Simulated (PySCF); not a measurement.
Species: 1-ethenylaziridine, C4H7N.
Cartesian coordinates in Å at the PBE0-D3(BJ)/def2-SVP level; atoms count from 1:
```
atom  x, y, z in Å
C1     1.5291   -0.4538   -0.9384
C2     0.9842    0.0810    0.1611
N3    -0.2762   -0.2062    0.6704
C4    -1.4212   -0.4087   -0.1652
C5    -1.3259    0.7746    0.7373
H6     2.5583   -0.2154   -1.2100
H7     0.9819   -1.1606   -1.5679
H8     1.5563    0.7732    0.7900
H9    -1.3040   -0.2226   -1.2410
H10   -2.0717   -1.2514    0.0917
H11   -1.1538    1.7466    0.2574
H12   -1.8994    0.8117    1.6700
```

Theory: TDDFT B3LYP/def2-SVPD, vertical, gas phase, core orbitals frozen in the response (PySCF).

Transition dipole moments from the ground state, in atomic units and in the frame of the coordinates above (overall signs are arbitrary), for the states with f of 0.002 or more among the lowest 7:

| state | E (hartree) | μx | μy | μz |
| --- | --- | --- | --- | --- |
| S1 | 0.2142 | 0.687 | -0.483 | -0.128 |
| S2 | 0.2239 | -0.333 | -0.097 | 0.429 |
| S3 | 0.2287 | 0.720 | -0.180 | -0.687 |
| S4 | 0.2371 | -0.482 | 0.207 | 0.303 |
| S5 | 0.2599 | -0.170 | 0.178 | -0.365 |
| S6 | 0.2692 | -0.181 | 0.038 | -0.142 |
| S7 | 0.2771 | 0.016 | -0.076 | 0.147 |

(1) Work out the oscillator strengths.

(2) Which bond between heavy atoms lies closest to the direction of the S3 transition dipole?

(3) What angle do the transition dipoles of S1 and S3 make?

(4) What peak molar absorption coefficient would the strongest computed level give as a lone Gaussian band 0.3 eV wide at half height?

Results:

(1) f = (2/3) ΔE |μ|² with ΔE in hartree (27.2114 eV).

| state | \|μ\|² (au) | \|μ\| (D) | f |
| --- | --- | --- | --- |
| S1 | 0.721 | 2.16 | 0.103 |
| S2 | 0.305 | 1.40 | 0.045 |
| S3 | 1.022 | 2.57 | 0.156 |
| S4 | 0.367 | 1.54 | 0.058 |
| S5 | 0.194 | 1.12 | 0.034 |
| S6 | 0.055 | 0.59 | 0.010 |
| S7 | 0.028 | 0.42 | 0.005 |

(2) C1–C2, at 23° from it; next C2–N3 at 31°.

(3) |cos θ| = |μa·μb| / (|μa| |μb|) = 0.78, so θ ≈ 39° (taken between 0 and 90°, since the signs are arbitrary).

(4) ε(max) = 2.175×10⁸ f / FWHM, with the width in cm⁻¹. S3: 2.175×10⁸ × 0.1558 / 2420 ≈ 14000 L mol⁻¹ cm⁻¹.

All these states lie below the vertical ionisation energy of 8.33 eV (ΔSCF).

One conformer stands for the species.
